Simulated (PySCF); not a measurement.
# Shifts of the heteroatoms

Molfile (atoms numbered from 1):
```
C2H2F2
     RDKit          3D

  6  5  0  0  0  0  0  0  0  0999 V2000
   -1.3845    1.0507    0.1650 F   0  0  0  0  0  0  0  0  0  0  0  0
   -0.6469   -0.0614    0.1355 C   0  0  0  0  0  0  0  0  0  0  0  0
    0.6492   -0.0746   -0.1198 C   0  0  0  0  0  0  0  0  0  0  0  0
    1.3653    1.0219   -0.3775 F   0  0  0  0  0  0  0  0  0  0  0  0
   -1.2151   -0.9547    0.3423 H   0  0  0  0  0  0  0  0  0  0  0  0
    1.2352   -0.9798   -0.1408 H   0  0  0  0  0  0  0  0  0  0  0  0
  1  2  1  0
  2  3  2  0
  3  4  1  0
  2  5  1  0
  3  6  1  0
M  END
```

One averaged value for each set of equivalent atoms, a single conformation, in vacuum, no relativistic terms. NMR shieldings at PBE0/pcSseg-1/GIAO; structure optimised with GFN2-xTB; B3LYP/pcJ-1 coupling constants; PySCF 2.14.0 with density-fitted response routines.

Question: Predict the ¹⁹F NMR data.

Answer: 
```
atoms       environment  σ (ppm)  δ (ppm)
F1/F4  vinylic fluorine    336.1   -157.3
```

Shieldings were converted by a linear fit to measured shifts: ¹⁹F (scatter 6.0 ppm rms, 7.0 ppm with the 5 outliers that the fit left out vs CFCl3, solution or neat liquid, with a term for F on sp3 carbon). A few per cent of atoms miss by over 2 rms, more outside the fitted compound classes. Couplings are scaled by factors fitted to measured values: ³J(H,H) × 0.92 (rms 0.5 Hz), ¹J(C,F) × 0.77 (rms 8.7 Hz), ²J(C,F) × 1.14 (rms 1.9 Hz, 10.1 with 1 outliers); all others are unscaled and can be 10–30 % off.

Couplings (the largest are listed; each averaged over equivalent pairs): ¹J(F1,C2) = -254.6 Hz, ²J(F1,H5) = 76.2 Hz, ²J(F1,C3) = 6.4 Hz, ³J(F1,H6) = 17.8 Hz, ³J(F1,F4) = -3.2 Hz.

On a 500 MHz spectrometer ¹⁹F resonates near 470.5 MHz, so 1 ppm is 470.5 Hz.
